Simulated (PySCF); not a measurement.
Two structures of SiNH8F, singlet, reached by relaxing down either side of one saddle point (PBE0-D4/def2-TZVP). Energies are electronic, without zero-point energy. Program: PySCF 2.14 with density fitting (its default auxiliary sets; JK sets also for MP2 and CCSD(T)). Basis: def2-TZVPP and def2-QZVPP. Cores are frozen in the correlated methods. Extrapolation: Hartree–Fock as exp(−7.88 √X), correlation as X^−2.97. First:

| atom | x (Å) | y (Å) | z (Å) |
| --- | --- | --- | --- |
| Si1 | -0.5430 | 0.9980 | -1.6998 |
| H2 | 0.4073 | -0.1234 | -1.4766 |
| H3 | -1.0523 | 0.8721 | -3.0948 |
| H4 | 0.1386 | 2.3035 | -1.5552 |
| H5 | -1.6965 | 0.8757 | -0.7759 |
| H6 | 0.4758 | 0.2676 | 1.3155 |
| F7 | 0.4800 | 1.2172 | 1.1273 |
| H8 | 0.3724 | -1.7667 | 0.6058 |
| N9 | 0.4489 | -1.3377 | 1.5208 |
| H10 | 1.2910 | -1.6910 | 1.9588 |
| H11 | -0.3423 | -1.6439 | 2.0744 |

Second:

Si1  (-0.319, 1.341, -0.676)
H2  (-0.814, -2.561, -1.324)
H3  (0.673, 0.516, -1.397)
H4  (-0.751, 2.454, -1.566)
H5  (-1.514, 0.577, -0.260)
H6  (1.005, 0.002, 1.820)
F7  (0.359, 2.068, 0.587)
H8  (-0.575, -2.005, -0.884)
N9  (0.624, -0.737, 1.241)
H10  (1.383, -1.367, 1.011)
H11  (-0.039, -1.254, 1.805)
(Å)

(1) Which bonds change from the first to the second?

(2) Give the saddle point's structure and its height above each. (To be estimated.)

T1 diagnostic: at most 0.012.

## Answers

(1) SiH₄ + NH₃ + HF → SiH₃F ([F][SiH3]) + NH₃ + H₂; bonds formed: Si1–F7, H2–H8, H6–N9; bonds broken: Si1–H2, H6–F7, H8–N9.

(2) The calculation gives: 120.6 kJ/mol above the first and 182.0 kJ/mol above the second (CCSD(T) at an estimated basis limit (MP2 extrapolated from triple and quadruple zeta, plus CCSD(T) − MP2 in triple zeta)).
```
11
angstrom
Si -0.4774 0.9219 -1.1556
H 0.1033 -0.6046 -0.8689
H -0.6718 0.3251 -2.5408
H -0.0989 2.2955 -1.6290
H -1.8609 0.8440 -0.6024
H 0.6014 -0.0455 1.5380
F 0.3749 1.2813 0.3210
H 0.2911 -0.9530 0.1945
N 0.5375 -1.0536 1.3466
H 1.4163 -1.5256 1.5267
H -0.2156 -1.4854 1.8698
```

Labels in which every atom is bracketed show which atoms are joined, not bond orders.

For scale, one of the runs: CCSD(T)/def2-TZVPP, 216 basis functions, launched by `OMP_NUM_THREADS=4 python run.py`. Time: 10 min of wall clock on 4 CPU threads of an Arm Neoverse V1; the host was shared. Peak host memory: 3.2 GiB.
